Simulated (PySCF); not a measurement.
**AlF+: from the state search to spectroscopic constants**

One table from this session's results is given with a row withheld; the runs are named, their logs left out.

Method: Al def2-TZVPPD, F def2-TZVPPD, no relativity; program: PySCF 2.14.0.

Set-up of the first run:

The job is set up so:

```json
{"atoms": "Al, F", "charge": "1", "basis": "Al def2-TZVPPD, F def2-TZVPPD", "Hamiltonian": "no relativity", "basis functions": "88", "electrons treated": "21", "masses in u": "26.9815, 18.9984", "levels": "PBE0, PBE, r²SCAN, M06, B3LYP, M06-L, LDA, revPBE, CAM-B3LYP, HF, MP2, SCS-MP2, CCSD, CCSD(T)", "grid": "80 radial by 434 angular points", "occupations": "held fixed by the projection of orbital angular momentum", "dissociation limit": "Al+ + F, each in its ground configuration", "starting distance in angstrom": "1.910", "values of 2S to try": "1, 3"}
```

Command:

```
$ OMP_NUM_THREADS=2 python dia.py task.json out
```

Steps of the session up to this table: The job; The PBE0 curve of the state that the search chose; Excited determinants; PBE (GGA); r²SCAN (meta-GGA); M06; B3LYP; M06-L; LDA; revPBE (GGA); CAM-B3LYP (range-separated hybrid); UHF (mean field); MP2 and coupled cluster.

One table of the session follows, with a row left open; its other results are not shown here.

Energy (eV) from each level's lowest point:

| R (Å) | UHF | UHF-MP2 | UHF-SCS-MP2 | UHF-CCSD | UHF-CCSD(T) |
| --- | --- | --- | --- | --- | --- |
| 1.381 | 1.184 | 1.464 | 1.449 | n/a | n/a |
| 1.445 | 0.463 | 0.656 | 0.645 | 0.607 | 0.638 |
| 1.510 | 0.101 | 0.210 | 0.204 | 0.182 | 0.201 |
| 1.558 | 0.000 | 0.049 | 0.046 | 0.035 | 0.045 |
| 1.606 | 0.009 | 0.000 | 0.000 | 0.000 | 0.000 |
| 1.654 | 0.101 | 0.036 | 0.039 | 0.049 | 0.040 |
| 1.718 | ? | ? | ? | ? | ? |
| 1.799 | 0.692 | 0.477 | 0.484 | 0.521 | 0.480 |
| 1.895 | 1.223 | 0.930 | 0.938 | 0.978 | 0.919 |
| 2.024 | 1.939 | 1.760 | 1.751 | n/a | n/a |

Estimate the missing values for R (Å) = 1.718.

Worked estimate for «UHF». A straight line through the neighbours (1.654, 0.101) and (1.799, 0.692) gives 0.101 + (0.692 − 0.101) × (1.718 − 1.654) / (1.799 − 1.654) = 0.362; a parabola fitted to 4 rows on both sides gives 0.328.

As computed: UHF: 0.318; UHF-MP2: 0.183; UHF-SCS-MP2: 0.189; UHF-CCSD: 0.212; UHF-CCSD(T): 0.189. In «UHF» the line misses by +0.044 and the parabola by +0.010.

Limits of these values: Lowest PBE0 solution found, without spin–orbit coupling: ²Σ⁺ (doublet), unpaired electrons σ ↑. Warnings in the runs' records: inverted.
